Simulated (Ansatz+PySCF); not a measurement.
## singlet Li₂ in separate pieces: levels of theory in one basis

```xyz
2

Li    0.0000    0.0000   -3.3446
Li    0.0000    0.0000    3.3446
```

Basis set: 6-31G (spherical functions). All electrons are correlated. Charge 0, multiplicity 1.

Computed with Ansatz (development build ahead of 0.2.0); each method stands on the lowest determinant of its kind that the runs found.

| method | E − E(RHF) (eV) | <S²> of the determinant |
| --- | --- | --- |
| RHF | 0.00 | 0.00 |
| UHF | -1.76 | 1.00 |
| UHF-MP2 | -1.78 | 1.00 |
| RHF-CCSD | -1.78 | – |
| RHF-CCSD(T) | -1.79 | – |
| UHF-CCSD(T) | -1.79 | 1.00 |
| full CI (lowest root of this spin) | -1.79 | – |

(1) What does RHF-MP2 give on the same scale?

(2) Is a single determinant a sound starting point here?

Results:

(1) -0.99 eV.

At such a shape the full CI root can have another spatial symmetry than the determinants, so the rows needn't describe one state.

(2) It is doubtful. Unrestricted orbitals lower Hartree–Fock by 1.76 eV and <S²> is 1.00 where a pure state has 0.00, a sign of strong static correlation.

Caution for RHF, RHF-MP2, RHF-CCSD, RHF-CCSD(T): an unrestricted determinant lies well below. Caution for UHF, UHF-MP2, UHF-CCSD(T): the unrestricted determinant is a mixture of spin states; the determinant may break the point group. Caution for RHF-MP2, RHF-CCSD: large amplitudes, a single reference is doubtful. Caution for UHF-MP2, UHF-CCSD(T): bonds are stretched, where a single reference can fail. Caution for RHF-CCSD(T): very large amplitudes, the method is breaking down; the amplitudes may be one of several solutions. Caution for UHF-CCSD(T): the program doubts this total.
